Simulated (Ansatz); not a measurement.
# CH₃ (doublet): from Hartree-Fock to the top rungs, cc-pVTZ

The task here is to estimate one member of a computed series from the others.

The runs use Ansatz 0.2.0, Gaussian basis; cc-pVTZ, core rule «outside noble gas», up to 1 orbitals frozen.

To be run: UHF; CCSD(T) on ROHF; CCSD(T) on UHF; BCCD(T) on ROHF; CCSDT(Q) on ROHF; CCSDT(Q) on UHF; CASSCF and MRCISD+Q, 7 electrons in 7 orbitals; CASSCF and NEVPT2, 7 electrons in 7 orbitals.

21 further runs of the same task are left out: 8 that didn't finish, 13 set aside as unsound or not needed. Runs told in other sessions of the task aren't counted.

**What is computed**

The geometry is a PBE0/def2-TZVP stationary point (not a proven minimum).

4 atoms, charge 0, spin multiplicity 2.

Atoms are counted from 1 here; the program's logs count them from 0.

Bond lengths: C1–H2 1.080 Å, C1–H3 1.080 Å, C1–H4 1.080 Å. Angles: H2–C1–H3 120.0°, H2–C1–H4 120.0°, H3–C1–H4 120.0°.

Set-up of the first run:

File in.yaml:

```yaml
crystal:
  periodic: [false, false, false]
  atoms:
    - {symbol: C, position_ang: [0.000000, 0.000000, 0.000000]}
    - {symbol: H, position_ang: [1.079931, 0.014026, -0.000321]}
    - {symbol: H, position_ang: [-0.552113, 0.928231, -0.002734]}
    - {symbol: H, position_ang: [-0.527818, -0.942256, 0.003055]}
basis:
  gaussian: {orbitals: cc-pVTZ}
magnetization: {spin_polarized: true, initial_magnetization: 1}
hamiltonian: {xc: hf}
output: {orbitals: {seedname: orbitals}}
```

Run with:

```sh
$ ansatz run in.yaml --threads 1 --pin off --events-out ev --progress --plain --max-ram 2393MiB
```

Among the steps run: UHF; CCSD(T) on ROHF; CCSD(T) on UHF; BCCD(T) on ROHF; CCSDT(Q) on ROHF; CCSDT(Q) on UHF; CASSCF and MRCISD+Q, 7 electrons in 7 orbitals; CASSCF and NEVPT2, 7 electrons in 7 orbitals.

One table of the session follows, with a row left open; its other results are not shown here.

It belongs to the step «Misses and costs». 

| method | from UCCSDT(Q) (kcal/mol) |
| --- | --- |
| ROHF | +118.38 |
| UHF | +115.54 |
| RMP2 | +16.02 |
| UMP2 | +16.27 |
| RCCSD | +3.39 |
| UCCSD | ? |
| RCCSD(T) | +0.38 |
| UCCSD(T) | +0.37 |
| BCCD(T) | +0.37 |
| RCCSDT | +0.09 |
| UCCSDT | +0.07 |
| RCCSDT(Q) | +0.02 |
| UCCSDT(Q) | 0 |
| CASSCF valence | +81.11 |
| NEVPT2 valence | +17.31 |
| MRCISD valence | +3.72 |
| MRCISD+Q valence | +0.47 |

Estimate the missing values for UCCSD.

**Answer.** from UCCSDT(Q) (kcal/mol): +3.33. In the column «from UCCSDT(Q) (kcal/mol)» it lies between MRCISD+Q valence (+0.47) and RCCSD (+3.39).

With the free atoms at the same levels and basis (separate runs), the atomisation energy is 13.085 eV at UCCSDT(Q), 13.084 eV at RCCSD(T), 13.083 eV at UCCSD(T), 10.524 eV at ROHF.

Limits of these values: Restricted and unrestricted rows rest on different reference determinants; a gap between their highest levels can come from leftover correlation error, from unlike frozen cores or from another state.
